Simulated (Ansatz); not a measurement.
Born–Oppenheimer molecular dynamics of C₂H₃FN (7 atoms, charge 0, multiplicity 2). It starts at the highest image of a converged band, a first-order saddle point between two minima.

Method: UKS PBE-D4/def2-SVP (Ansatz 0.2.0).

```yaml
ensemble: NVE (velocity Verlet)
time_step: 0.5 fs
steps_asked: 200
starting_velocities_drawn_for: 300 K
seed: 9335
```

First frame:

```xyz
7
Properties=species:S:1:pos:R:3
N -1.325 0.921 -0.029
C -0.125 0.509 0.066
C 0.655 -0.582 -0.350
F 0.187 -1.660 -1.029
H -1.689 1.493 0.745
H 1.753 -0.487 -0.399
H 0.544 -0.194 0.995
```

Task: How far do the bonds stretch over the last three quarters of this one trajectory? (Pairs bonded in most of those frames.)

Result: 
| bond | mean (Å) | spread (Å) | shortest | longest |
| --- | --- | --- | --- | --- |
| N1–C2 | 1.339 | 0.029 | 1.29 | 1.41 |
| N1–H5 | 1.049 | 0.040 | 0.98 | 1.12 |
| C2–C3 | 1.430 | 0.054 | 1.35 | 1.55 |
| C2–H7 | 1.156 | 0.069 | 1.02 | 1.28 |
| C3–F4 | 1.347 | 0.044 | 1.27 | 1.42 |
| C3–H6 | 1.114 | 0.030 | 1.06 | 1.17 |

Mean temperature of the second half: 1718 K. The conserved energy stayed within 0.49 meV per atom of its start (net change 0.074 meV per atom), so the integration is sound. The system heated up, since it started high on the potential surface and ran downhill. A run of 0.1 ps of so small a system gives no equilibrium averages.

The run took 2.5 min on 2 threads of AMD EPYC 9R14 (Zen 4) (shared host), peak memory 0.16 GiB.
